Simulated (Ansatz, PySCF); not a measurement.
Species: pyrrole, C$_{4}$H$_{5}$N, net charge 0, singlet state. 
Coordinates optimised at B3LYP-D3(BJ)/def2-TZVP (Ansatz, a first-principles code):
SMILES: c1cc[nH]c1
```xyz
10

H      0.0211    -0.0014     2.1219
N      0.0111    -0.0008     1.1183
C      0.0095     1.1219     0.3315
C     -0.0029    -1.1224     0.3301
C     -0.0058     0.7114    -0.9796
C     -0.0137    -0.7101    -0.9804
H      0.0192     2.1075     0.7635
H     -0.0040    -2.1085     0.7609
H     -0.0109     1.3576    -1.8413
H     -0.0258    -1.3551    -1.8429
```

Wanted: atomisation energy (electronic, to ground-state atoms), in eV. Cores are frozen in the correlated levels unless marked. Open shells are spin-unrestricted. No spin-orbit coupling. No relativistic terms. The coupled-cluster limit lacks core correlation, which all-electron functionals hold. CBS(X,Y): correlation extrapolated as X^-3; Hartree-Fock from the larger set. The bracket is a focal-point correction in the basis named.

```tsv
level	program	atomisation energy (eV)
HF-D4/def2-TZVPD	PySCF + dftd4	33.98
PBE-D4/def2-TZVPD	Ansatz + dftd4	48.36
PBE0/def2-TZVPD	Ansatz	47.09
PBE0/def2-QZVPP	Ansatz	47.14
BHLYP/def2-TZVPD	Ansatz	44.73
LC-wPBE/def2-TZVPD	Ansatz	46.72
B2GP-PLYP/def2-TZVPD	Ansatz	…
B2PLYP/def2-TZVPD	Ansatz	46.11
SCS-MP2/STO-3G	Ansatz	44.28
SCS-MP2/aug-cc-pVDZ	Ansatz	43.69
CCSD/6-31G*	Ansatz	…
CCSD/cc-pVDZ	Ansatz	…
RI-MP2/CBS(cc-pVTZ,cc-pVQZ)+[CCSD(T)-MP2]/cc-pVTZ	Ansatz	…
```

Q: What belongs in the gaps?

A: 
- B2GP-PLYP/def2-TZVPD, atomisation energy (eV): 45.98
- CCSD/6-31G*, atomisation energy (eV): 41.83
- CCSD/cc-pVDZ, atomisation energy (eV): 41.97
- RI-MP2/CBS(cc-pVTZ,cc-pVQZ)+[CCSD(T)-MP2]/cc-pVTZ, atomisation energy (eV): 46.35
